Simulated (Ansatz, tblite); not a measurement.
**[II2]- (I₃−): one state, many levels**

The task here is to estimate one member of a computed series from the others.

Computed with Ansatz 0.2.0, Gaussian basis. Level: as each input shows.

Levels to be run: GFN1-xTB, GFN2-xTB, PBE-D4/def2-TZVPD, r2SCAN-D4/def2-TZVPD, LDA/def2-TZVPD, BHLYP-D4/def2-TZVPD, PBE-QIDH/def2-TZVPD, ωB97M-V/def2-TZVPD, BLYP-D4/def2-TZVPD, B97M-V/def2-TZVPD, CAM-B3LYP-D4/def2-TZVPD, PBE-D4/def2-SVPD, PBE0-D4/def2-SVPD, CCSD(T)/def2-TZVPPD, MP2/def2-TZVPD, RPA/def2-TZVPD.

3 further runs of the same task are left out: 1 that didn't finish, 2 set aside as unsound or not needed.

## The relaxed structure

The geometry is that of the singlet, from an earlier relaxation (PBE-D4/def2-SVPD).

3 atoms, charge -1, spin multiplicity 1.

Bond lengths: I1–I2 2.997 Å, I1–I3 2.997 Å. Angles: I2–I1–I3 180.0°.

I takes a core potential in the def2 sets. No spin-orbit coupling is included. The ion is computed in the gas phase, without counter-ions or solvent.

PBE0-D4/def2-TZVPD was run before; its log isn't repeated, and its numbers join the tables.

The first run:

Tight binding, by tblite at 300 K electronic temperature and without a spin-polarisation term:

```python
tblite.interface.Calculator('GFN1-xTB', numbers, positions, charge=-1, uhf=0).singlepoint()
```

Tight binding, by tblite at 300 K electronic temperature and without a spin-polarisation term:

```python
tblite.interface.Calculator('GFN2-xTB', numbers, positions, charge=-1, uhf=0).singlepoint()
```

start.molden holds the orbitals of an earlier run on this state, given as this run's starting guess.

in.yaml

```yaml
crystal:
  periodic: [false, false, false]
  atoms:
    - {symbol: I, position_ang: [-0.000086, -0.000050, 0.000067]}
    - {symbol: I, position_ang: [-0.019007, -0.023914, 2.996920]}
    - {symbol: I, position_ang: [0.019093, 0.023964, -2.996987]}
basis:
  gaussian: {orbitals: def2-TZVPD, initial_orbitals: start.molden}
total_charge: -1
hamiltonian: {xc: pbe, dispersion: d4}
scf: {omitted_lower_state_checks: [starts]}
output: {forces: true, orbitals: {seedname: orbitals}}
```

Run with:

```console
ansatz run in.yaml --threads 4 --pin off --events-out ev --progress --plain --max-ram 3916MiB
```

Steps of the session up to this table: PBE-D4/def2-TZVPD; r2SCAN-D4/def2-TZVPD; LDA/def2-TZVPD; BHLYP-D4/def2-TZVPD; PBE-QIDH/def2-TZVPD; ωB97M-V/def2-TZVPD; BLYP-D4/def2-TZVPD; B97M-V/def2-TZVPD; CAM-B3LYP-D4/def2-TZVPD; PBE-D4/def2-SVPD; PBE0-D4/def2-SVPD; CCSD(T)/def2-TZVPPD; MP2/def2-TZVPD; RPA/def2-TZVPD.

One of the session's tables, all rows but one given; the rest of the session is left out.

It belongs to the step «Levels side by side». 

| level | HOMO (eV) | LUMO (eV) | gap (eV) |
| --- | --- | --- | --- |
| LDA/def2-TZVPD | -1.95 | -0.05 | 1.90 |
| PBE-D4/def2-SVPD | -1.80 | 0.07 | 1.87 |
| PBE-D4/def2-TZVPD | -1.79 | 0.17 | 1.97 |
| BLYP-D4/def2-TZVPD | -1.62 | 0.31 | 1.92 |
| r2SCAN-D4/def2-TZVPD | -2.06 | 0.17 | 2.22 |
| B97M-V/def2-TZVPD | ? | ? | ? |
| PBE0-D4/def2-SVPD | -2.91 | 0.57 | 3.47 |
| PBE0-D4/def2-TZVPD | -2.89 | 0.69 | 3.58 |
| BHLYP-D4/def2-TZVPD | -3.81 | 1.36 | 5.17 |
| CAM-B3LYP-D4/def2-TZVPD | -4.10 | 1.48 | 5.58 |
| ωB97M-V/def2-TZVPD | -4.83 | 2.16 | 6.99 |

Q: Estimate the row for B97M-V/def2-TZVPD from the others.

As computed: HOMO (eV): -2.08; LUMO (eV): 0.32; gap (eV): 2.41. In the column «HOMO (eV)» it lies between PBE0-D4/def2-TZVPD (-2.89) and r2SCAN-D4/def2-TZVPD (-2.06).
